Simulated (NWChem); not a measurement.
# Si2H5F (SMILES F[SiH2][SiH3]): levels of theory compared

Aim: a comparison of 4 runs (HF/def2-SVP, wB97X/def2-SVPD, SVWN5/6-31+G*, PBE0/def2-SVP) of Si2H5F. 

The results are computed with NWChem 7.3.0.

## 1. The structure to begin with

The species is Si2H5F (8 atoms), meant as a singlet with charge 0. As SMILES, `F[SiH2][SiH3]`. Geometry: relaxed at PBE0-D4/def2-TZVP.

Bond lengths: F1–Si2 1.607 Å, Si2–Si3 2.343 Å, Si2–H4 1.486 Å, Si2–H5 1.486 Å, Si3–H6 1.487 Å, Si3–H7 1.489 Å, Si3–H8 1.487 Å. Some angles: F1–Si2–Si3 109.8°, F1–Si2–H4 107.7°, F1–Si2–H5 107.7°, Si3–Si2–H4 111.3°, Si3–Si2–H5 111.3°, Si2–Si3–H6 110.7°, Si2–Si3–H7 108.2°, Si2–Si3–H8 110.7°, H4–Si2–H5 108.9°, H6–Si3–H7 109.0°.

## 2. Energy and gradient at HF/def2-SVP (run 1)

Contents of struct.nw:

```
start struct
memory total 2200 mb
charge 0
geometry noautosym nocenter noautoz
  F    -2.015200    0.986100   -0.226800
  Si   -0.575400    0.581100   -0.813600
  Si    0.633500   -0.611200    0.800400
  H    -0.798700   -0.237500   -2.033900
  H     0.125700    1.834700   -1.195700
  H     0.849500    0.218200    2.015100
  H     1.955700   -0.971100    0.218900
  H    -0.082900   -1.857400    1.179800
end
basis spherical bse
  * library def2-SVP
end
scf
  thresh 1e-08
  maxiter 80
  noprint "final vectors analysis"
end
task scf gradient
```

On the command line:

```sh
nwchem struct.nw > struct.out
```

What it wrote:

```text
[...]
  functions       =    75
[...]
  wavefunction    = RHF
[...]
         Total SCF energy =   -679.992919402544
      One-electron energy =  -1246.621650395605
      Two-electron energy =    414.705263118995
 Nuclear repulsion energy =    151.923467874065
        Time for solution =      4.3s
[...]
                         RHF ENERGY GRADIENTS
    atom               coordinates                        gradient
                 x          y          z           x          y          z
   1 F      -3.808176   1.863459  -0.428590    0.007494  -0.001861  -0.003667
   2 Si     -1.087348   1.098120  -1.537481   -0.006108  -0.001530   0.010514
   3 Si      1.197141  -1.155001   1.512537   -0.003202   0.003432  -0.004899
   4 H      -1.509324  -0.448810  -3.843514   -0.000454  -0.001533  -0.002471
   5 H       0.237539   3.467080  -2.259545    0.001330   0.002480  -0.000840
   6 H       1.605322   0.412338   3.807987    0.000316   0.000734   0.001356
   7 H       3.695737  -1.835113   0.413661    0.001257  -0.000361  -0.000516
   8 H      -0.156658  -3.509977   2.229499   -0.000634  -0.001361   0.000523
[...]
```

Run time: 6 s. Hardware: 1 thread of AMD EPYC 9R45 (Zen 5), shared host; peak memory 0.1 GiB.

## 3. Energy and gradient at wB97X/def2-SVPD (run 2)

Contents of work.xyz:

```xyz
8

F     -2.015200     0.986100    -0.226800
Si    -0.575400     0.581100    -0.813600
Si     0.633500    -0.611200     0.800400
H     -0.798700    -0.237500    -2.033900
H      0.125700     1.834700    -1.195700
H      0.849500     0.218200     2.015100
H      1.955700    -0.971100     0.218900
H     -0.082900    -1.857400     1.179800
```

Contents of work.nw:

```
start work
memory stack 880 mb heap 220 mb global 1100 mb
geometry units angstrom noautosym nocenter noautoz
 load work.xyz
end
basis spherical bse
 F library def2-SVPD
 Si library def2-SVPD
 H library def2-SVPD
end
dft
 xc wb97x
 grid fine
 convergence energy 1e-08
 maxiter 100
 mulliken
 print low
end
task dft gradient
```

On the command line:

```sh
nwchem work.nw > work.out
```

What it wrote:

```text
[...]
 d= 0,ls=0.0,diis     1   -681.5319473223 -8.33D+02  8.76D-03  4.56D-01     6.3
[...]
 d= 0,ls=0.0,diis     8   -681.5899766333 -6.12D-09  8.37D-07  2.33D-09    50.5
         Total DFT energy =     -681.589976633274
      One electron energy =    -1246.698614204775
           Coulomb energy =      467.298153818293
    Exchange-Corr. energy =      -54.112984120857
 Nuclear repulsion energy =      151.923467874066
[...]
      Total Density - Mulliken Population Analysis
     ---------------------------------------------
    Atom       Charge   Shell Charges
 -----------   ------   -------------------------------------------------------
    1 F    9     9.62   1.99  1.13  0.78  0.15  3.35  2.02  0.19  0.00  0.01
    2 Si  14    13.50   2.00  1.98  1.02  0.00  0.05  5.92  1.23  0.98  0.27  0.04
    3 Si  14    14.57   2.00  1.98  1.04  0.50 -0.03  5.93  1.34  1.61  0.14  0.07
    4 H    1     0.92   0.74  0.18  0.01 -0.01
    5 H    1     0.92   0.74  0.18  0.01 -0.01
    6 H    1     0.83   0.73  0.12  0.01 -0.03
    7 H    1     0.82   0.73  0.12  0.01 -0.04
    8 H    1     0.83   0.73  0.12  0.01 -0.03
[...]
                         DFT ENERGY GRADIENTS
    atom               coordinates                        gradient
                 x          y          z           x          y          z
   1 F      -3.808176   1.863459  -0.428590    0.025403  -0.007089  -0.010497
   2 Si     -1.087348   1.098120  -1.537481   -0.025350   0.007471   0.009490
   3 Si      1.197141  -1.155001   1.512537    0.000636  -0.000342   0.000193
   4 H      -1.509324  -0.448810  -3.843514    0.000557   0.000897   0.001255
   5 H       0.237539   3.467080  -2.259545   -0.000532  -0.001531   0.000280
   6 H       1.605322   0.412338   3.807987   -0.000152  -0.001051  -0.001217
   7 H       3.695737  -1.835113   0.413661   -0.001460   0.000348   0.000756
   8 H      -0.156658  -3.509977   2.229499    0.000896   0.001297  -0.000261
 Task  times  cpu:       81.6s     wall:       81.6s
 Total times  cpu:       81.7s     wall:       81.7s
```

Run time: 82 s. Hardware: 1 thread of AMD EPYC 9R45 (Zen 5), shared host; peak memory 0.13 GiB.

Run 3 isn't shown in full; the table further down has it.

## 4. Energy and gradient at PBE0/def2-SVP (run 4)

Contents of fh5si2.nw:

```
start fh5si2
title "FH5Si2 gradient"
memory total 2200 mb

geometry units angstrom noautosym nocenter noautoz
  F     -2.015200     0.986100    -0.226800
  Si    -0.575400     0.581100    -0.813600
  Si     0.633500    -0.611200     0.800400
  H     -0.798700    -0.237500    -2.033900
  H      0.125700     1.834700    -1.195700
  H      0.849500     0.218200     2.015100
  H      1.955700    -0.971100     0.218900
  H     -0.082900    -1.857400     1.179800
end

basis spherical bse
  F library def2-SVP
  Si library def2-SVP
  H library def2-SVP
end

dft
  xc pbe0
  grid xfine
  convergence energy 1e-08
  maxiter 100
  mulliken
  print medium
end

task dft gradient
```

On the command line:

```sh
nwchem fh5si2.nw > fh5si2.out
```

What it wrote:

```text
[...]
          Wavefunction type:  closed shell.
          No. of atoms     :     8
          No. of electrons :    42
[...]
          Charge           :     0
          Spin multiplicity:     1
[...]
          AO basis - number of functions:    75
[...]
              XC Information
              --------------
                         PBE0 Method XC Functional
                     Hartree-Fock (Exact) Exchange  0.250
          PerdewBurkeErnzerhof Exchange Functional  0.750
            Perdew 1991 LDA Correlation Functional  1.000 local
           PerdewBurkeErnz. Correlation Functional  1.000 non-local
[...]
 d= 0,ls=0.0,diis     1   -681.2071490274 -8.33D+02  1.48D-02  4.28D-01     2.0
[...]
 d= 0,ls=0.0,diis     8   -681.2606205348 -6.51D-10  6.36D-07  1.75D-09    13.0
         Total DFT energy =     -681.260620534801
      One electron energy =    -1247.048402840020
           Coulomb energy =      467.697445231288
    Exchange-Corr. energy =      -53.833130800134
 Nuclear repulsion energy =      151.923467874065
[...]
      Total Density - Mulliken Population Analysis
     ---------------------------------------------
    Atom       Charge   Shell Charges
 -----------   ------   -------------------------------------------------------
    1 F    9     9.35   1.99  1.12  0.80  3.35  2.08  0.01
    2 Si  14    13.45   2.00  1.98  1.04  0.17  5.93  1.26  0.80  0.28
    3 Si  14    13.90   2.00  1.98  1.06  0.25  5.93  1.36  1.19  0.13
    4 H    1     1.08   0.74  0.34  0.01
    5 H    1     1.08   0.74  0.34  0.01
    6 H    1     1.04   0.72  0.31  0.01
    7 H    1     1.05   0.72  0.32  0.01
    8 H    1     1.04   0.72  0.31  0.01
[...]
  wavefunction    = closed shell
                         DFT ENERGY GRADIENTS
    atom               coordinates                        gradient
                 x          y          z           x          y          z
   1 F      -3.808176   1.863459  -0.428590    0.015649  -0.004083  -0.007169
   2 Si     -1.087348   1.098120  -1.537481   -0.013015   0.003805   0.004950
   3 Si      1.197141  -1.155001   1.512537    0.001030  -0.000994   0.001359
   4 H      -1.509324  -0.448810  -3.843514   -0.000265   0.001803   0.002071
   5 H       0.237539   3.467080  -2.259545   -0.001923  -0.001900   0.000580
   6 H       1.605322   0.412338   3.807987   -0.000325  -0.001636  -0.002237
   7 H       3.695737  -1.835113   0.413661   -0.002582   0.000717   0.001093
   8 H      -0.156658  -3.509977   2.229499    0.001431   0.002287  -0.000646
[...]
```

It took 17 s on 1 thread of AMD EPYC 9R45 (Zen 5), shared host; peak memory 0.14 GiB.

## 5. All runs side by side

| run | level | iteration cap | module | energy (Eh) | dipole moment (D) | largest force (eV/Å) | wall time |
| --- | --- | --- | --- | --- | --- | --- | --- |
| 1 | HF/def2-SVP | 80 | scf | -679.992919 | 1.51 | 0.630 | 6 s |
| 2 | wB97X/def2-SVPD | 100 | dft | -681.589977 | – | 1.460 | 82 s |
| 3 | SVWN5/6-31+G* (spherical functions) | 100 | dft | -678.835534 | 1.46 | 0.868 | 15 s |
| 4 | PBE0/def2-SVP | 100 | dft | -681.260621 | 1.27 | 0.910 | 17 s |

## 6. What came out

| quantity | value |
| --- | --- |
| run 4: total energy | -681.26062 Eh |
| run 4: dipole moment | 1.27 D |
| run 4: HOMO energy | -8.41 eV |
| run 4: LUMO energy | -0.33 eV |
| run 4: HOMO–LUMO gap | 8.08 eV |
| run 4: largest force on an atom | 0.910 eV/Å |

Over runs 1, 3, 4 the dipole moment (its size) runs from 1.27 D (PBE0/def2-SVP) to 1.51 D (HF/def2-SVP). Totals of different functionals can't be ranked against each other. All runs together took 2 min, the longest 82 s.
